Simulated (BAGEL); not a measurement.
# C2H2F (SMILES C=[C]F): UHF/3-21G (density fitting with qzvpp-jkfit)

What is the vertical ionisation energy of C2H2F at UHF/3-21G (density fitting with qzvpp-jkfit)? 

The results are computed with BAGEL 1.2.2.

## Step 1: Starting point

The species is C2H2F (5 atoms), meant as a doublet with charge 0. As SMILES, `C=[C]F`. The coordinates come from a PBE0-D4/def2-TZVP relaxation.

Bond lengths: C1–C2 1.309 Å, C2–F3 1.302 Å, C1–H4 1.087 Å, C1–H5 1.080 Å. Angles: C1–C2–F3 130.3°, C2–C1–H4 120.7°, C2–C1–H5 119.9°, H4–C1–H5 119.4°.

## Step 2: The energy at UHF/3-21G (density fitting with qzvpp-jkfit)

input.json reads:

```json
{ "bagel" : [

{
  "title" : "molecule",
  "basis" : "3-21g",
  "df_basis" : "qzvpp-jkfit",
  "angstrom" : "true",
  "geometry" : [
    { "atom" : "C", "xyz" : [       0.488200,      -0.200400,       0.008400 ] },
    { "atom" : "C", "xyz" : [      -0.592700,       0.393700,       0.447100 ] },
    { "atom" : "F", "xyz" : [      -1.725600,       0.629500,      -0.148900 ] },
    { "atom" : "H", "xyz" : [       0.534700,      -0.590400,      -1.005400 ] },
    { "atom" : "H", "xyz" : [       1.345200,      -0.306200,       0.657500 ] }
  ]
},

{ "title" : "uhf", "nopen" : 1 },

{ "title" : "print", "file" : "orbitals.molden", "orbitals" : "true" }

]}
```

Launch:

```bash
$ BAGEL_NUM_THREADS=1 BAGEL input.json > input.out
```

The program printed:

```text
* using 1 threads per process

  ===============================================================
  ===============================================================

  *** Geometry ***

  { "atom" : "C", "xyz" : [      0.922564,     -0.378701,      0.015874 ] },
  { "atom" : "C", "xyz" : [     -1.120041,      0.743985,      0.844897 ] },
  { "atom" : "F", "xyz" : [     -3.260911,      1.189583,     -0.281380 ] },
  { "atom" : "H", "xyz" : [      1.010437,     -1.115694,     -1.899931 ] },
  { "atom" : "H", "xyz" : [      2.542060,     -0.578634,      1.242495 ] },

  Number of auxiliary basis functions:      263

  Since a DF basis is specified, we compute 2- and 3-index integrals:
    o Being stored without compression. Storage requirement is 0.002 GB

  Number of basis functions:       31
  Number of electrons      :       23

    * METHOD: MOLECULE                             0.12

  *** Open-shell HF ***

  === Nuclear Repulsion ===
    60.9611397391

      * DIIS with orbital gradients will be used.

  === UHF iteration (3-21g) ===
      0       -175.18667527          0.05737540           0.03
      1       -175.25057852          0.03055279           0.02
      2       -175.26497403          0.01694676           0.03
      3       -175.27049571          0.00300300           0.02
      4       -175.27231540          0.00089830           0.03
      5       -175.27307537          0.00044361           0.03
      6       -175.27393645          0.00021728           0.03
      7       -175.27464345          0.00019126           0.03
      8       -175.27542979          0.00017101           0.02
      9       -175.27644673          0.00014413           0.03
     10       -175.27653972          0.00009930           0.02
     11       -175.27648566          0.00005649           0.03
     12       -175.27653961          0.00001540           0.03
     13       -175.27654300          0.00000768           0.03
     14       -175.27654365          0.00000254           0.03
     15       -175.27654365          0.00000121           0.03
     16       -175.27654366          0.00000075           0.03
     17       -175.27654366          0.00000039           0.03
     18       -175.27654366          0.00000019           0.03
     19       -175.27654366          0.00000007           0.02
     20       -175.27654366          0.00000005           0.04
     21       -175.27654366          0.00000003           0.03
     22       -175.27654366          0.00000002           0.02
     23       -175.27654366          0.00000001           0.03
    * SCF iteration converged.

    * S^2 (UHF) is 0.9596

    * Permanent dipole moment:
           (   -0.529715,     0.196587,    -0.042979) a.u.

    * METHOD: UHF                                  0.79

    * METHOD: PRINT                                0.01

  ===============================================================
```

It took 1.5 s on 1 thread of AMD EPYC, shared host; peak memory 0.08 GiB.

## Step 3: The singlet cation at the same level

input.json reads:

```json
{ "bagel": [

{
  "title": "molecule",
  "basis": "3-21g",
  "df_basis": "qzvpp-jkfit",
  "angstrom": "true",
  "geometry": [
    { "atom": "C", "xyz": [       0.488200,      -0.200400,       0.008400 ] },
    { "atom": "C", "xyz": [      -0.592700,       0.393700,       0.447100 ] },
    { "atom": "F", "xyz": [      -1.725600,       0.629500,      -0.148900 ] },
    { "atom": "H", "xyz": [       0.534700,      -0.590400,      -1.005400 ] },
    { "atom": "H", "xyz": [       1.345200,      -0.306200,       0.657500 ] }
  ]
},

{
  "title": "hf",
  "charge": 1
},

{
  "title": "print",
  "file": "orbitals.molden",
  "orbitals": "true"
}

]}
```

Launch:

```bash
$ BAGEL_NUM_THREADS=1 BAGEL input.json > input.out
```

The program printed:

```text
* using 1 threads per process

  ===============================================================
  ===============================================================

  *** Geometry ***

  { "atom" : "C", "xyz" : [      0.922564,     -0.378701,      0.015874 ] },
  { "atom" : "C", "xyz" : [     -1.120041,      0.743985,      0.844897 ] },
  { "atom" : "F", "xyz" : [     -3.260911,      1.189583,     -0.281380 ] },
  { "atom" : "H", "xyz" : [      1.010437,     -1.115694,     -1.899931 ] },
  { "atom" : "H", "xyz" : [      2.542060,     -0.578634,      1.242495 ] },

  Number of auxiliary basis functions:      263

  Since a DF basis is specified, we compute 2- and 3-index integrals:
    o Being stored without compression. Storage requirement is 0.002 GB

  Number of basis functions:       31
  Number of electrons      :       23

    * METHOD: MOLECULE                             0.14

  *** RHF ***

  === Nuclear Repulsion ===
    60.9611397391

      * DIIS with orbital gradients will be used.

  === RHF iteration (3-21g) ===
      0       -174.73736759          0.03916168           0.01
      1       -174.82285463          0.03108622           0.01
      2       -174.87945726          0.00441163           0.01
      3       -174.88381470          0.00182497           0.01
      4       -174.88463719          0.00077296           0.01
      5       -174.88477164          0.00020867           0.01
      6       -174.88477537          0.00007967           0.01
      7       -174.88477614          0.00002250           0.01
      8       -174.88477622          0.00000728           0.01
      9       -174.88477623          0.00000420           0.01
     10       -174.88477623          0.00000131           0.01
     11       -174.88477623          0.00000053           0.01
     12       -174.88477623          0.00000017           0.01
     13       -174.88477623          0.00000006           0.01
     14       -174.88477623          0.00000004           0.01
     15       -174.88477623          0.00000003           0.01
     16       -174.88477623          0.00000002           0.01
     17       -174.88477623          0.00000001           0.01
     18       -174.88477623          0.00000001           0.01
    * SCF iteration converged.

    * Permanent dipole moment:
           (   -1.241340,     0.326479,    -0.467377) a.u.

    * METHOD: HF                                   0.36

    * METHOD: PRINT                                0.01

  ===============================================================
```

Wall time 1.1 s (1 thread of AMD EPYC, shared host); peak memory 0.08 GiB.

## Step 4: Results

At UHF/3-21G (density fitting with qzvpp-jkfit):

```
                                          quantity          value
                       doublet C2H2F: total energy  -175.27654 Eh
                      doublet C2H2F: dipole moment         1.44 D
                               doublet C2H2F: ⟨S²⟩          0.960
                      singlet cation: total energy  -174.88478 Eh
                       singlet cation: HOMO energy      -19.68 eV
                       singlet cation: LUMO energy       -8.70 eV
                     singlet cation: HOMO–LUMO gap       10.99 eV
vertical ionisation energy (to the singlet cation)      10.661 eV
```

In words: The vertical ionisation energy comes to 10.66 eV (1029 kJ/mol). ⟨S²⟩ (doublet C2H2F) is 0.96 where a pure doublet has 0.75: the reference is spin-contaminated.
